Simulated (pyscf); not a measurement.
## Four-centre exchange: F–BH–F + SiH₄ -> F–BH–F + SiH₄

Gas phase, singlet surface, charge 0. Bonds broken: B2–H4, Si5–H6. Bonds formed: B2–H6, H4–Si5. Optimised with ωB97X-D3(BJ)/def2-SVP in PySCF. Correlated levels are frozen-core, on RHF or UHF. ΔMP2 is the change of the MP2 total energy from the triple- to the quadruple-zeta basis.

Transition state (Å):

```xyz
9

F     -3.1497     0.3613     0.5356
B     -1.8842    -0.1180     0.4197
F     -1.4990    -1.1482     1.2223
H     -1.7005    -0.4777    -0.8222
Si    -0.4122     0.6837    -1.0078
H     -1.0576     0.8754     0.6032
H      0.0875    -0.3222    -1.9919
H     -1.2322     1.7399    -1.6427
H      0.8211     1.2272    -0.3646
```

One imaginary mode, 438i cm⁻¹; descent along it reached the two sides named.

| bond | change | reactant side (Å) | saddle | product side |
|---|---|---|---|---|
| B2–H4 | breaks | 1.202 | 1.306 | 2.7 |
| Si5–H6 | breaks | 1.493 | 1.746 | 3.4 |
| B2–H6 | forms | 2.8 | 1.305 | 1.202 |
| H4–Si5 | forms | 3.4 | 1.744 | 1.492 |

Electronic energies relative to the separated reactants (eV):

```csv
level,barrier,reaction energy,reverse barrier
ωB97X-D3(BJ)/def2-TZVP,1.08,0.00,1.08
PBE/def2-TZVP,0.95,0.00,0.95
r²SCAN/def2-TZVP,0.98,0.00,0.98
B3LYP-D3(BJ)/def2-TZVP,1.18,0.00,1.18
PBE0-D3(BJ)/def2-TZVP,0.95,0.00,0.95
M06-2X/def2-TZVP,1.12,0.00,1.12
ωB97M-D3(BJ)/def2-TZVP,1.14,0.00,1.14
HF/def2-TZVP,1.84,0.00,1.84
MP2/def2-QZVPP,1.18,0.00,1.18
CCSD/def2-TZVPP,1.28,0.00,1.28
CCSD(T)/def2-TZVPP,1.21,0.00,1.21
CCSD(T)/def2-TZVPP + ΔMP2(QZVPP),1.19,0.00,1.19
```

With CCSD(T)/def2-TZVPP + ΔMP2(QZVPP) energies and thermal terms (ideal gas, 1 atm, RRHO with modes under 100 cm⁻¹ raised to 100, one conformer, R ln 2 for chiral ones without a mode under 150 cm⁻¹), in eV:

| T (K) | ΔH‡ | ΔG‡ | ΔH | ΔG |
|---|---|---|---|---|
| 298 | 1.27 | 1.71 | 0.00 | 0.00 |
| 600 | 1.27 | 2.16 | 0.00 | 0.00 |
| 900 | 1.28 | 2.60 | 0.00 | 0.00 |
| 1200 | 1.30 | 3.04 | 0.00 | 0.00 |

At the saddle there is also a short B–Si contact that neither side keeps. One saddle was located; it need not be the lowest between these sides. The CCSD(T) − MP2 part came from Ansatz, without density fitting, on the same reference.
